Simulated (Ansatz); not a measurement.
fcc Cu, treated with PBE (plane waves, PAW; Ansatz, an electronic-structure program).

Numerical settings: plane-wave cutoff 520 eV, 26×26×26 k mesh, Fermi–Dirac smearing 0.05 eV, no spin polarisation, scalar-relativistic PAW data made under PBE.

Computed at the level's own relaxed cell.

**Question.** What does this level give for the equilibrium volume per atom, bulk modulus, lattice parameter a and pressure derivative B′ of the bulk modulus?

**Answer.** 
- equilibrium volume per atom = 11.95 Å³/atom
- bulk modulus = 141 GPa
- lattice parameter a = 3.629 Å
- pressure derivative B′ of the bulk modulus = 5.0

The run finds no gap.

Measured, for comparison: equilibrium volume per atom 11.62 Å³/atom, lattice constant a 3.595 Å (low-temperature or extrapolated to 0 K; zero-point anharmonic expansion removed; as tabulated in Csonka et al. (2009), arXiv:0903.4037); bulk modulus 144 GPa (0 K value with the zero-point phonon effect removed, our sources range from 140 to 145; as tabulated in Mejia-Rodriguez and Trickey (2018), arXiv:1807.09216). Computed (rounded) less measured: equilibrium volume per atom +2.8 %, bulk modulus -2 % (inside the range of the sources held), lattice constant a +0.9 %.

Computing time: very roughly 50 core-seconds.
